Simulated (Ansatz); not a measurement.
The input, for Ansatz 0.2.0:

```yaml
crystal:
  periodic: [false, false, false]
  atoms:
    - {symbol: As, position_ang: [0.000000, -0.028104, 0.000000]}
    - {symbol: H, position_ang: [0.000000, 1.044500, -1.085897]}
    - {symbol: H, position_ang: [0.000000, 1.044492, 1.085904]}
basis:
  gaussian: {orbitals: cc-pVDZ}
magnetization: {spin_polarized: false, initial_magnetization: 1}
correlation: {active_space: {ras: {orbitals: [3, 1, 19], electrons: 7, max_holes: 3, max_particles: 3}, fixed_orbitals: true}}
output: {forces: true}
```

```sh
$ ansatz run in.yaml --threads 1 --pin off --events-out ev --progress --plain --max-ram 2393MiB
```

Output:

```
417 factors; integrals over basis functions are off by at most 7.0e-4 eV
mean field evaluation 1: about -60825.5176 eV, gradient 6.8e0 eV
mean field evaluation 2: about -60825.5186 eV, gradient 6.8e0 eV
mean field evaluation 4: about -60825.7929 eV, gradient 4.1e-1 eV
mean field evaluation 8: about -60825.7943 eV, gradient 1.3e-6 eV
mean field -60825.79434853 eV, -2235.3067131043 hartree, gradient 8.1e-6 eV, S^2 0.750000; 0 other end points of the search recorded, 0 dependent functions left out
reference -60825.79434853 eV, -2235.3067131043 hartree; 18, 17 occupied and 19, 20 virtual orbitals, 417 factors
state -60829.20507134 eV, -2235.4320548557 hartree
the calculation of the forces begins
Total energy: -60829.20507134 eV, -2235.4320548557 hartree
Atom 0 at     0.000000    -0.028104     0.000000 Å, force    -0.000000    -0.102858    -0.000000 eV/Å
Atom 1 at     0.000000     1.044500    -1.085897 Å, force     0.000000     0.051429    -0.093399 eV/Å
Atom 2 at     0.000000     1.044492     1.085904 Å, force    -0.000000     0.051429     0.093399 eV/Å
Dipole moment:     0.000000     0.070400     0.000000 e Å
```

Natural occupations: 1.9699 1.9514 1.9460 0.9925 0.0404 0.0295 0.0107 0.0101 0.0091 0.0089 0.0072 0.0060 0.0041 0.0037 0.0033 0.0016 0.0013 0.0011 0.0009 0.0009 0.0008 0.0002 0.0002.

Forces (eV/Å):
```
As   0.000 -0.103  0.000
H    0.000  0.051 -0.093
H    0.000  0.051  0.093
```

Ran on 1 thread of Intel Xeon, shared host: 4.9 s wall, 0.15 GiB peak host memory.
